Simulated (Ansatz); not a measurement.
Stretching the C3–H7 bond in propyne (SMILES C#CC) (multiplicity 1 held, fragments rigid). Energies count from the point at 1.062 Å.
Geometry at that point (charge 0, multiplicity 1):
```xyz
7

C     -1.21952    -0.12580    -0.15711
C      0.21519     0.02220     0.02772
C      1.39870     0.14429     0.18020
H     -1.44599    -1.00663    -0.76123
H     -1.63960     0.74635    -0.66207
H     -1.72703    -0.23618     0.80328
H      2.44640     0.25237     0.31518
```

Restricted levels (R-, RO-) in cc, def2 and unpolarised 6-31G sets keep to the state of the molecule at rest. Unrestricted levels (U-) break spin symmetry where that is lower. Curves can end on different states.

Frozen-core correlation.

Programs: Ansatz (Gaussian basis) for Hartree–Fock, density functionals and correlated methods. Values without a source in brackets are computed.

Energies in eV.

```json
[
 {"R (Å)": "0.850", "U-HF/cc-pVTZ": "1.35", "U-PBE/cc-pVTZ": "1.45", "R-B3LYP/cc-pVTZ": "1.38", "U-B3LYP/cc-pVTZ": "1.38", "U-wB97X-V/cc-pVTZ": "1.43", "R-CCSD/cc-pVTZ": "1.40"},
 {"R (Å)": "0.956", "U-HF/cc-pVTZ": "0.25", "U-PBE/cc-pVTZ": "0.31", "R-B3LYP/cc-pVTZ": "0.27", "U-B3LYP/cc-pVTZ": "0.27", "U-wB97X-V/cc-pVTZ": "0.29", "R-CCSD/cc-pVTZ": "0.28"},
 {"R (Å)": "1.062", "U-HF/cc-pVTZ": "0.00", "U-PBE/cc-pVTZ": "0.00", "R-B3LYP/cc-pVTZ": "0.00", "U-B3LYP/cc-pVTZ": "0.00", "U-wB97X-V/cc-pVTZ": "0.00", "R-CCSD/cc-pVTZ": "0.00"},
 {"R (Å)": "1.168", "U-HF/cc-pVTZ": "0.23", "U-PBE/cc-pVTZ": "0.16", "R-B3LYP/cc-pVTZ": "0.19", "U-B3LYP/cc-pVTZ": "0.19", "U-wB97X-V/cc-pVTZ": "0.18", "R-CCSD/cc-pVTZ": "0.19"},
 {"R (Å)": "1.274", "U-HF/cc-pVTZ": "0.73", "U-PBE/cc-pVTZ": "0.56", "R-B3LYP/cc-pVTZ": "0.63", "U-B3LYP/cc-pVTZ": "0.63", "U-wB97X-V/cc-pVTZ": "0.61", "R-CCSD/cc-pVTZ": "0.63"},
 {"R (Å)": "1.434", "U-HF/cc-pVTZ": "1.69", "U-PBE/cc-pVTZ": "1.38", "R-B3LYP/cc-pVTZ": "1.49", "U-B3LYP/cc-pVTZ": "1.49", "U-wB97X-V/cc-pVTZ": "1.49", "R-CCSD/cc-pVTZ": "1.50"},
 {"R (Å)": "1.593", "U-HF/cc-pVTZ": "2.75", "U-PBE/cc-pVTZ": "2.27", "R-B3LYP/cc-pVTZ": "2.42", "U-B3LYP/cc-pVTZ": "2.42", "U-wB97X-V/cc-pVTZ": "2.45", "R-CCSD/cc-pVTZ": "2.41"},
 {"R (Å)": "1.858", "U-HF/cc-pVTZ": "3.93", "U-PBE/cc-pVTZ": "3.65", "R-B3LYP/cc-pVTZ": "3.86", "U-B3LYP/cc-pVTZ": "3.86", "U-wB97X-V/cc-pVTZ": "3.97", "R-CCSD/cc-pVTZ": "3.80"},
 {"R (Å)": "2.124", "U-HF/cc-pVTZ": "4.40", "U-PBE/cc-pVTZ": "4.77", "R-B3LYP/cc-pVTZ": "5.05", "U-B3LYP/cc-pVTZ": "4.96", "U-wB97X-V/cc-pVTZ": "5.14", "R-CCSD/cc-pVTZ": "4.85"},
 {"R (Å)": "2.442", "U-HF/cc-pVTZ": "4.61", "U-PBE/cc-pVTZ": "5.48", "R-B3LYP/cc-pVTZ": "6.13", "U-B3LYP/cc-pVTZ": "5.61", "U-wB97X-V/cc-pVTZ": "5.75", "R-CCSD/cc-pVTZ": "5.67"},
 {"R (Å)": "2.867", "U-HF/cc-pVTZ": "4.69", "U-PBE/cc-pVTZ": "5.81", "R-B3LYP/cc-pVTZ": "7.11", "U-B3LYP/cc-pVTZ": "5.93", "U-wB97X-V/cc-pVTZ": "6.03", "R-CCSD/cc-pVTZ": "6.20"},
 {"R (Å)": "3.398", "U-HF/cc-pVTZ": "4.71", "U-PBE/cc-pVTZ": "5.93", "R-B3LYP/cc-pVTZ": "7.83", "U-B3LYP/cc-pVTZ": "6.04", "U-wB97X-V/cc-pVTZ": "6.11", "R-CCSD/cc-pVTZ": "6.42"}
]
```

Doubts at one or more of the structures used: a spin-contaminated determinant (U-HF/cc-pVTZ, U-PBE/cc-pVTZ, U-B3LYP/cc-pVTZ, U-wB97X-V/cc-pVTZ); a restricted determinant that unrestricted orbitals would lower (R-B3LYP/cc-pVTZ, R-CCSD/cc-pVTZ); other coupled-cluster roots lie near (R-CCSD/cc-pVTZ).

Ansatz is a quantum-chemistry and plane-wave program.
